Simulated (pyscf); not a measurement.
Cl–Sn:–Cl (SMILES [Cl][Sn][Cl]) [singlet] + H₂O (SMILES O) → HO–SnH(Cl)–Cl (SMILES [OH][SnH]([Cl])[Cl]), an insertion (singlet surface; H–O broken, O–Sn, H–Sn formed). Structures and frequencies: ωB97X-D3(BJ)/def2-SVP in PySCF. Correlated levels are frozen-core, on RHF or UHF. ΔMP2 is the change of the MP2 total energy from the triple- to the quadruple-zeta basis. Energies in kcal/mol from the separated reactants.

Small-basis levels: PySCF, no dispersion term, spherical d functions. AM1 to PM7: differences of heats of formation from MOPAC. GFN2-xTB: tblite. Cost: rough CPU time at the saddle relative to B3LYP/6-31G*+LANL2DZ, from one job on a shared machine.

| level | barrier | reaction energy | cost |
|---|---|---|---|
| MP2/6-31G*+LANL2DZ | 45.2 | -9.2 | 0.1 |
| SVWN5/6-31G*+LANL2DZ | 27.5 | -9.5 | 0.9 |
| BP86/6-31G*+LANL2DZ | 36.0 | -4.4 | 1 |
| B3LYP/6-31G*+LANL2DZ | 42.5 | -5.4 | 1 |
| M06-2X/6-31G*+LANL2DZ | 44.8 | -9.5 | 2 |
| B3LYP/6-311+G**+LANL2DZ | 47.0 | +2.2 | 1 |
| PBE/def2-SVP | 40.6 | +7.1 | 2 |
| B3LYP/def2-SVP | 49.8 | +9.6 | 1 |
| GFN2-xTB | 63.9 | +44.2 | under 0.02 |
| AM1 | 63.7 | +30.3 | under 0.02 |
| PM3 | 59.6 | +18.2 | under 0.02 |
| PM7 | 41.1 | -17.4 | under 0.02 |
| CCSD(T)/def2-TZVPP + ΔMP2(QZVPP) | 49.3 | +3.4 | – |

Against the last row the barrier runs from -21.7 (SVWN5/6-31G*+LANL2DZ) to +14.7 kcal/mol (GFN2-xTB). CCSD(T)/def2-TZVPP + ΔMP2(QZVPP) has limits of its own. On the reactant side the descent ends in an adduct with a O–Sn contact (not fully relaxed), 15.6 kcal/mol under the separated species and 65.2 kcal/mol under the saddle at ωB97X-D3(BJ)/def2-TZVP. What is counted as formed (O–Sn) is already present as a longer contact in the reactant adduct; forming that adduct is a step of its own. This is the saddle that the search found; another between the same sides may lie lower. The CCSD(T) − MP2 part came from Ansatz, without density fitting, on the same reference. The frozen core leaves the outer d or s,p core shells of the metals and heavy elements correlated in the MP2 and CC values, and def2-TZVPP describes them poorly, which can shift differences by a few kcal/mol. Elements past Kr carry the def2 core potentials, without spin-orbit coupling.
